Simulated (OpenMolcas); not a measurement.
## BClF (SMILES F[B]Cl): methods side by side

BClF: 3 atoms, total charge 0, spin state doublet. As SMILES, `F[B]Cl`. The shape is that of a GFN2-xTB optimisation.

```xyz
3

F     0.5259    1.0642    0.3957
B    -0.3912    0.3069   -0.1781
Cl   -0.1347   -1.3712   -0.2176
```

Quantity: the vertical ionisation energy (to the singlet cation), in eV. The values are calculated.

```json
{"level": "UHF/STO-3G", "kind": "Hartree–Fock", "program": "OpenMolcas", "value (eV)": "7.92", "less FCI/STO-3G": "+1.36", "CPU time (all runs)": "3.2 s"}
{"level": "USVWN5/STO-3G", "kind": "LDA", "program": "OpenMolcas", "value (eV)": "7.16", "less FCI/STO-3G": "+0.60", "CPU time (all runs)": "6.5 s"}
{"level": "UPBE/STO-3G", "kind": "GGA", "program": "OpenMolcas", "value (eV)": "7.30", "less FCI/STO-3G": "+0.74", "CPU time (all runs)": "7.4 s"}
{"level": "U-r2SCAN/STO-3G", "kind": "meta-GGA", "program": "OpenMolcas", "value (eV)": "7.71", "less FCI/STO-3G": "+1.15", "CPU time (all runs)": "9.3 s"}
{"level": "UB3LYP/STO-3G", "kind": "global hybrid", "program": "OpenMolcas", "value (eV)": "7.64", "less FCI/STO-3G": "+1.08", "CPU time (all runs)": "7.9 s"}
{"level": "UM06-2X/STO-3G", "kind": "hybrid meta-GGA", "program": "OpenMolcas", "value (eV)": "7.79", "less FCI/STO-3G": "+1.23", "CPU time (all runs)": "9.2 s"}
{"level": "UPBE0/STO-3G", "kind": "global hybrid", "program": "OpenMolcas", "value (eV)": "7.75", "less FCI/STO-3G": "+1.19", "CPU time (all runs)": "7.4 s"}
{"level": "FCI/STO-3G", "kind": "exact in the basis", "program": "OpenMolcas", "value (eV)": "6.56", "less FCI/STO-3G": "0.00", "CPU time (all runs)": "57 s"}
```

FCI/STO-3G is exact within its basis and frozen core, so for wave-function methods in that basis the difference is their error; functionals converge differently with the basis, so for them it is only a difference. The values span 6.56 to 7.92 eV. All rows use very small basis sets, so even the best lies far from the true value. Times are those of the runs behind each value, whatever else they computed, on shared processors of several kinds: orders of magnitude only.
